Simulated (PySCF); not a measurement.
## Potential energy of BCl along the bond

Set-up: B def2-TZVP, Cl def2-TZVP; no relativity (PySCF 2.14). Energies in eV from B + Cl in their ground configurations at the same level. State: ¹Σ⁺ (singlet), closed shell.

```csv
R (Å),PBE0
1.479,-4.353
1.548,-4.897
1.617,-5.194
1.668,-5.299
1.720,-5.328
1.772,-5.299
1.840,-5.195
1.926,-4.992
2.030,-4.682
2.167,-4.216
```

Problem. Put a parabola through the three lowest points of the PBE0 curve and estimate Re, k and ωe (reduced mass 8.373 u; 1 eV/Å² = 0.16022 mdyn/Å; ωe = 1302.8·√(k/μ) cm⁻¹).

Solution. Through R = 1.668, 1.72, 1.772 Å the second-order coefficient is 10.7 eV/Å², so Re ≈ 1.720 Å, k ≈ 3.44 mdyn/Å and ωe ≈ 835 cm⁻¹. A polynomial fit of higher order to the unrounded PBE0 energies gives Re = 1.718 Å, k = 3.49 mdyn/Å, ωe = 841 cm⁻¹; anharmonicity and rounding make the difference.

The higher-order fit for each curve: PBE0: Re = 1.718 Å, ωe = 841 cm⁻¹, De = 5.33 eV.
